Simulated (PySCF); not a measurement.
Compound: C2H3N3.
Numbering: `[cH:1]1[n:2][cH:3][nH:4][n:5]1`

Cartesian coordinates in Å at the GFN2-xTB level; atoms count from 1:
```xyz
8
C2H3N3 angstrom
C      1.234   -0.060   -0.129
N      0.437   -1.147   -0.071
C     -0.763   -0.642    0.061
N     -0.690    0.703    0.081
N      0.589    1.078   -0.040
H      2.296   -0.119   -0.237
H     -1.675   -1.196    0.141
H     -1.419    1.393    0.169
```

Definitions: NICS(0) = −σiso at the ring centroid; NICS(1) = −σiso and NICS(1)zz = −σzz at ±1 Å along the ring normal z. Level: GIAO PBE0/pcSseg-1 (PySCF, non-relativistic, gas phase) on the GFN2-xTB geometry, one conformer.

Ring bond lengths (Å), with Mayer bond orders in brackets: C1–N2 1.349 (1.37), N2–C3 1.308 (1.57), C3–N4 1.347 (1.20), N4–N5 1.338 (1.17), N5–C1 1.311 (1.59).

Q: Give the NICS values of each ring in ppm.

A: 
```csv
ring,type,NICS(0),"NICS(1), two faces","NICS(1)zz, two faces",rms pucker (Å),"centre to ring atoms, mean (Å)"
C1–N2–C3–N4–N5,5-membered ring with 3 N; formal bonds all aromatic,-14.1,-12.5 / -12.5,-34.7 / -34.7,0.00,1.13
```

Q: What do they say, and how far can they be read as aromaticity?

A: 
- C1–N2–C3–N4–N5: mean NICS(1)zz -34.7 ppm, shielded. The ring is flat and has no four-coordinate atom; by the NICS criterion it is aromatic.

Q: And the bond-length index? HOMA = 1 − mean of α(R − Ropt)² over the ring bonds, with Krygowski's 1993 parameters (CN: Ropt 1.334 Å, α 93.52 Å⁻²; NN: Ropt 1.309 Å, α 130.33 Å⁻²).

A: 
- C1–N2–C3–N4–N5: HOMA 0.95; the largest term is that of N4–N5, α(R − Ropt)² = 0.11. The geometric and the magnetic index point the same way.

Q: What field does 9.4 T along the ring normal induce along that normal at the first NICS(1) probe listed for ring C1–N2–C3–N4–N5, 1 Å off the ring?

A: NICSzz × B0 = -34.7 ppm × 9.4 T = -326 μT, against the applied field.

Q: How shielded are the nuclei of the rings and their hydrogens (means over atoms taken as equivalent)?

A: 
| atoms | environment | σ isotropic (ppm) |
| --- | --- | --- |
| C1 | aromatic CH next to a ring nitrogen | 31.3 |
| N2 | pyridine-type nitrogen | -23.1 |
| C3 | aromatic CH next to a ring nitrogen | 41.4 |
| N4 | pyrrole-type nitrogen | 42.2 |
| N5 | pyridine-type nitrogen | -61.5 |
| H6 | aromatic hydrogen | 23.64 |
| H7 | aromatic hydrogen | 23.66 |
| H8 | N–H hydrogen | 21.59 |

The run took 6.7 s of wall time on an x86-64 server with one thread (shared host). This is the whole shielding run at PBE0/pcSseg-1, SCF included.
